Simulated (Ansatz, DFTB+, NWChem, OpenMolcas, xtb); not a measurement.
A ladder of methods for C2H5N (aziridine)

The species is C2H5N (8 atoms), meant as a singlet with charge 0. SMILES: `C1CN1`. Geometry: relaxed at PBE0-D4/def2-TZVP.

Quantity: the atomisation enthalpy at 298 K, in kJ/mol. The values are calculated. The thermal term (zero-point and 298 K enthalpy, harmonic and unscaled) is that of PBE0-D4/def2-TZVP; the spin-orbit lowering of the free atoms at 298 K, 0.0 kJ/mol by their spectra, is taken off.

**The experiment to reproduce.** CRC Handbook of Chemistry and Physics gives the atomisation enthalpy at 298 K of the gas as 2870 kJ/mol.

```json
{"level": "DFTB3-D3(BJ)", "kind": "semi-empirical", "program": "DFTB+", "value (kJ/mol)": "2917", "computed − measured": "+47"}
{"level": "GFN1-xTB", "kind": "semi-empirical", "program": "xtb", "value (kJ/mol)": "4326", "computed − measured": "+1456"}
{"level": "HF/def2-SVPD", "kind": "Hartree–Fock", "program": "OpenMolcas", "value (kJ/mol)": "2018", "computed − measured": "-852"}
{"level": "SVWN5/def2-SVPD", "kind": "LDA", "program": "OpenMolcas", "value (kJ/mol)": "3378", "computed − measured": "+508"}
{"level": "PBE/def2-SVPD", "kind": "GGA", "program": "OpenMolcas", "value (kJ/mol)": "2990", "computed − measured": "+120"}
{"level": "TPSS/def2-SVPD", "kind": "meta-GGA", "program": "NWChem", "value (kJ/mol)": "2933", "computed − measured": "+63"}
{"level": "M06-2X/def2-SVPD", "kind": "hybrid meta-GGA", "program": "OpenMolcas", "value (kJ/mol)": "2903", "computed − measured": "+33"}
```

Nearest: M06-2X/def2-SVPD (+33 kJ/mol); farthest: GFN1-xTB (+1456 kJ/mol). Computed less measured by kind, in kJ/mol (def2-SVPD rows): semi-empirical +47 to +1456; Hartree–Fock -852; LDA +508; GGA +120; meta-GGA +63; global hybrid +33. The xTB rows lack spin polarisation, so open shells miss the exchange term that lowers them.
